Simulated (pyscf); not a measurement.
Optimised with ωB97X-D3(BJ)/def2-SVP in PySCF.

**Question.** Estimate by transition-state theory the rate constant of `[NH2][TiH]([Cl])[Cl]` + `[NH3]` -> `[NH2][Ti]([NH2])([Cl])[Cl]` + `[H][H]` (singlet surface; H–Ti, H–N broken, N–Ti, H–H formed) at 1200 K, with ωB97M-D3(BJ)/def2-TZVP energies (ideal gas, 1 atm, RRHO with modes under 100 cm⁻¹ raised to 100, one conformer, R ln 2 for rigid chiral ones; no tunnelling).

**Answer.** The electronic barrier is 10.4 kcal/mol and the thermal terms add +42.7, so ΔG‡ = 53.1 kcal/mol. With k_BT/h = 2.50e+13 s⁻¹ and RT = 2.385 kcal/mol, and a volume of 1.64e-19 cm³ per molecule at 1 atm, k = 8.7e-16 cm³ molecule⁻¹ s⁻¹. Wigner's tunnelling factor for 1416i cm⁻¹ would be 1.12. A shift of 1 kcal/mol in the barrier changes k by a factor 1.5. On the reactant side the descent ends in an adduct with a N–Ti contact, 20.9 kcal/mol under the separated species and 28.6 kcal/mol under the saddle at ωB97X-D3(BJ)/def2-TZVP. What is counted as formed (N–Ti) is already present as a longer contact in the reactant adduct; forming that adduct is a step of its own. At the saddle there is also a short H–Ti contact that neither side keeps. At ωB97X-D3(BJ) the barrier from the zero used here is 7.7 kcal/mol. One saddle was located; it need not be the lowest between these sides.
